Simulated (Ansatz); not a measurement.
Reaction: H2SO4 (SMILES O=S(=O)(O)O) → HO (SMILES [OH], doublet) + HSO3 (SMILES O=[S](=O)O, doublet) (the O-S bond breaks)
Each species at its own B3LYP-D3(BJ)/def2-TZVP minimum (Ansatz, a program for electronic structure), one conformer.

Property: bond dissociation energy (electronic), in kJ/mol. Open shells are spin-unrestricted; no spin-orbit coupling. CBS(X,Y): correlation extrapolated as X^-3, Hartree-Fock from the larger set. A bracket is a step between two methods taken in the basis named. The functionals are non-relativistic, so their misses hold any scalar relativity. '+ core + X2C': CCSD(T) terms for core correlation (cc-pwCVTZ, 1s frozen past Ne) and scalar relativity (cc-pVTZ-DK).

CCSD(T)/CBS(cc-pV(T+d)Z,cc-pV(Q+d)Z) + [CCSDT(Q) - CCSD(T)]/cc-pV(D+d)Z + core + X2C (Ansatz) gives 407.7 kJ/mol.

Question: What does PBE/def2-TZVPD (Ansatz) give here, and how do the other levels compare?

Answer: PBE gives 371.8 kJ/mol, 35.9 kJ/mol below it. Differences of the others: B3LYP/def2-TZVPD (Ansatz) -52.7; wB97M-V/def2-TZVPD (Ansatz) -7.6; CCSD(T)/CBS(cc-pV(T+d)Z,cc-pV(Q+d)Z) + core + X2C (Ansatz) 2.2 kJ/mol. Nearer than PBE: wB97M-V/def2-TZVPD, CCSD(T)/CBS(cc-pV(T+d)Z,cc-pV(Q+d)Z) + core + X2C.
